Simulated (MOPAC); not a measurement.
MOPAC input (PM3):

```
PM3 PRECISE GNORM=0.05 LET XYZ UHF MS=0.5 GEO-OK AUX(PRECISION=9) THREADS=1
C2H6N

C     1.22893590 1   -0.26528729 1   -0.08447538 1
C    -0.06793587 1    0.15138831 1    0.51035141 1
N    -1.18685885 1    0.17356122 1   -0.32737126 1
H     1.58451835 1    0.43047252 1   -0.86144879 1
H     2.00333855 1   -0.32675537 1    0.68054974 1
H     1.15411148 1   -1.25146100 1   -0.55780425 1
H    -0.08027742 1    0.88914559 1    1.30293866 1
H    -2.06767242 1    0.33444452 1    0.13855511 1
H    -1.25200667 1   -0.60738096 1   -0.96644782 1
```

From the last part of the output:

```
                                                       MOPAC v23.2.5 Linux

          FINAL HEAT OF FORMATION =          6.67923 KCAL/MOL =      27.94591 KJ/MOL

          COSMO AREA              =         88.39 SQUARE ANGSTROMS
          COSMO VOLUME            =         70.16 CUBIC ANGSTROMS

          GRADIENT NORM           =          0.02996          =       0.00999 PER ATOM
          IONIZATION POTENTIAL    =          7.847667 EV
          ALPHA SOMO LUMO (EV)    =         -7.848  2.675
          BETA  SOMO LUMO (EV)    =        -10.145  1.295
          NO. OF ALPHA ELECTRONS  =         10
          NO. OF BETA  ELECTRONS  =          9
          MOLECULAR WEIGHT        =         44.0761         POINT GROUP:  C1

          MOLECULAR DIMENSIONS (Angstroms)

            Atom       Atom       Distance
            H     8    H     4     3.98568
            H     7    H     6     2.82352
            H     5    N     3     1.93636

          SCF CALCULATIONS        =         56

   ATOM   CHEMICAL          X               Y               Z
  NUMBER   SYMBOL      (ANGSTROMS)     (ANGSTROMS)     (ANGSTROMS)

     1       C          1.22834654  *  -0.27140049  *  -0.07973231  *
     2       C         -0.04245466  *   0.30345985  *   0.38720537  *
     3       N         -1.23472596  *   0.10182689  *  -0.30706143  *
     4       H          1.85615754  *   0.50164335  *  -0.54651116  *
     5       H          1.79200435  *  -0.67818833  *   0.77135033  *
     6       H          1.10563579  *  -1.08176830  *  -0.81205331  *
     7       H         -0.03604418  *   1.04640203  *   1.19008312  *
     8       H         -2.03101149  *   0.19862959  *   0.28038355  *
     9       H         -1.25221711  *  -0.75469766  *  -0.81388548  *

                             CARTESIAN COORDINATES

   1    C        1.228346540    -0.271400485    -0.079732313
   2    C       -0.042454658     0.303459853     0.387205373
   3    N       -1.234725955     0.101826892    -0.307061429
   4    H        1.856157537     0.501643346    -0.546511160
   5    H        1.792004351    -0.678188332     0.771350328
   6    H        1.105635792    -1.081768298    -0.812053313
   7    H       -0.036044181     1.046402033     1.190083122
   8    H       -2.031011485     0.198629590     0.280383552
   9    H       -1.252217107    -0.754697658    -0.813885481

           Empirical Formula: C2 H6 N  =     9 atoms

      MOLECULAR POINT GROUP   :   C1

          ALPHA EIGENVALUES
 -34.93115 -27.47826 -20.51399 -17.03136 -15.70390 -14.30165 -13.40554 -12.67435
 -11.27644  -7.84767   2.67522   3.71893   4.14959   4.39959   4.56447   4.63624
   5.69211   6.01965

           BETA EIGENVALUES
 -34.38622 -27.35422 -19.85518 -16.82678 -15.45443 -13.87492 -13.25377 -12.57286
 -10.14451   1.29475   3.15414   4.03002   4.27990   4.58227   4.72772   4.79372
   5.97006   6.50949

              NET ATOMIC CHARGES AND DIPOLE CONTRIBUTIONS

  ATOM NO.   TYPE          CHARGE      No. of ELECS.   s-Pop       p-Pop
    1          C          -0.039559        4.0396     1.11744     2.92212
    2          C          -0.380598        4.3806     1.24875     3.13185
    3          N           0.146240        4.8538     1.35839     3.49537
    4          H           0.040659        0.9593     0.95934
    5          H           0.038796        0.9612     0.96120
    6          H           0.035000        0.9650     0.96500
    7          H           0.120884        0.8791     0.87912
    8          H           0.019473        0.9805     0.98053
    9          H           0.019104        0.9809     0.98090
 DIPOLE           X         Y         Z       TOTAL
 POINT-CHG.    -0.467    -0.085    -0.365     0.599
 HYBRID         0.005    -0.729     0.672     0.991
 SUM           -0.461    -0.814     0.306     0.984

          ATOMIC ORBITAL ELECTRON POPULATIONS

     Atom    s        px        py        pz
    1  C   1.11744   0.94532   0.98653   0.99027
    2  C   1.24875   0.96162   1.10858   1.06165
    3  N   1.35839   0.95661   1.30405   1.23471
    4  H   0.95934
    5  H   0.96120
    6  H   0.96500
    7  H   0.87912
    8  H   0.98053
    9  H   0.98090

                    (SZ)    =    0.500000
                    (S**2)  =    0.761844

          ATOMIC ORBITAL SPIN POPULATIONS

    Atom   Total    s     px     py     pz
         Atomic
    1  C -0.1045 -0.012 -0.047 -0.025 -0.021
    2  C  0.9300  0.060  0.052  0.462  0.356
    3  N  0.1185  0.036 -0.024  0.056  0.050
    4  H  0.0461  0.046
    5  H  0.0323  0.032
    6  H  0.0080  0.008
    7  H -0.0643 -0.064
    8  H  0.0196  0.020
    9  H  0.0143  0.014

 **********************
 *                    *
 * JOB ENDED NORMALLY *
 *                    *
 **********************

 == MOPAC DONE ==
```
